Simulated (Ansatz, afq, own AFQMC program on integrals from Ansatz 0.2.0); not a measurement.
# CO, triplet in 6-31G, levels against full CI

```yaml
atoms:
  - { symbol: O, position_ang: [0.0000, 0.0000, 0.0000] }
  - { symbol: C, position_ang: [0.0000, 0.0000, 2.1730] }
```

Basis 6-31G. Noble-gas cores (and the filled d shells of Ga–Kr and In–Xe) are frozen. Ansatz 0.2.0 and our own AFQMC program on the same integrals; the CISD trial comes from CCSD amplitudes, and released means the phaseless constraint is let go. ± is one standard error of the sampling.

Determinant: UHF, the one that the program's search chose, which needn't be the lowest solution. The geometry is a point of a scan.

Full CI on the same integrals is exact in this basis and with this determinant's frozen core.

Cautions: lower spins were not checked; strong correlation (T1 0.100, weight of the determinant 0.61, largest double 0.32); (Q) is large, 277 meV, so the cluster series hasn't closed; unrestricted determinant spin contaminated (⟨S²⟩ 2.80 against 2.00); CCSD(T) is in doubt: in a space of 10 electrons in 9 natural orbitals full CI lies 137 meV below it; the CCSDT(Q) amplitudes may be one of several solutions (largest double 0.52); the CCSDTQ amplitudes may be one of several solutions (largest double 0.81); the released energy hasn't reached full CI (248 meV above it at 1.62 1/Eh, later times being too noisy to tell), so no released level is given (meV from the phaseless value at times in 1/Eh: -15 ± 8 at 0.24, -26 ± 6 at 0.51, -40 ± 7 at 0.99, -40 ± 13 at 1.62, -157 ± 90 at 2.40); the determinant fills πx and πy unequally, so it mixes two states of the linear molecule, and each level undoes that mixture to a different degree, while full CI gives the lower state.

- T1 diagnostic: 0.0999
- weight of the determinant in the CISD state: 0.610
- ⟨S²⟩ of the determinant: 2.803
- size of the correlated space: 10 electrons in 16 orbitals

Reference: full CI, correlation energy -4.436 eV. The cautions show a poor starting determinant, so the rows tell how each method copes with it here, and full CI is the sure value.

```tsv
level	E − E(reference) (meV)	share of correlation (%)
HF	4436.4	0.00
MP2	2074.6	53.24
CCSD	570.8	87.13
CCSD(T)	352.5	92.05
CCSDT	104.3	97.65
CCSDT(Q)	-173.0	103.90
CCSDTQ	-2.3	100.05
ph-AFQMC/HF	501.8 ± 22.3	88.69
ph-AFQMC/CISD	288.1 ± 9.2	93.51
```

CCSDT and higher add their correlation energy to the determinant of the CCSD(T) run, since their own runs factorise the integrals more tightly (a shift of under 2 meV).
